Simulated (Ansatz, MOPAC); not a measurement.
Gas-phase reaction in SMILES: N (NH3) → [NH2] (NH2) + H atom (the H-N bond breaks)

Wanted: bond dissociation energy (enthalpy at 298 K), in kcal/mol. Conventions: open shells spin-unrestricted; no spin-orbit coupling; non-relativistic; no dispersion term unless named. First-principles rows: single points at B3LYP-D3(BJ) geometries (Ansatz, a first-principles code), with unscaled harmonic terms from B3LYP/6-31G* at its own minima. Semi-empirical rows: MOPAC heats of formation at their own minima for 298 K.

```
species      coefficient  E at HF/STO-3G (Ansatz), Eh  E at PBE/def2-TZVPD (Ansatz), Eh  H(298 K) - E, kcal/mol  heat of formation at PM3 (MOPAC), kcal/mol
-----------  -----------  ---------------------------  --------------------------------  ----------------------  ------------------------------------------
N (NH3)               -1                    -55.45399                         -56.51037                   24.05                                       -3.07
[NH2] (NH2)           +1                    -54.83746                         -55.83093                   14.28                                       35.20
H atom                +1                     -0.46658                          -0.49962                    1.48                                       52.10
```

Measured values: Active Thermochemical Tables 1.112 (ions: stationary electron), as tabulated in the package chemicals; G2/97 table in ASE (Curtiss et al.), the entry of H2N doubted and unchecked; they hold spin-orbit and core effects, anharmonicity.  Value to compare with, the measured value: 108.1 kcal/mol. 1 Eh = 627.5095 kcal/mol.

Q: Work the quantity out at each level, and compare with the measured value.

A: 
- HF/STO-3G: the sum of coefficient times E is 0.14995 Eh, or 94.10 kcal/mol; the thermal terms add -8.29. Result: 85.8 kcal/mol. Its error against the measured value is -22.3 kcal/mol.
- PBE/def2-TZVPD: the sum of coefficient times E is 0.17982 Eh, or 112.84 kcal/mol; the thermal terms add -8.29. Result: 104.5 kcal/mol. Its error against the measured value is -3.6 kcal/mol.
- PM3: the sum of coefficient times heat of formation is 90.37 kcal/mol; it needs no thermal term. Its error against the measured value is -17.7 kcal/mol.
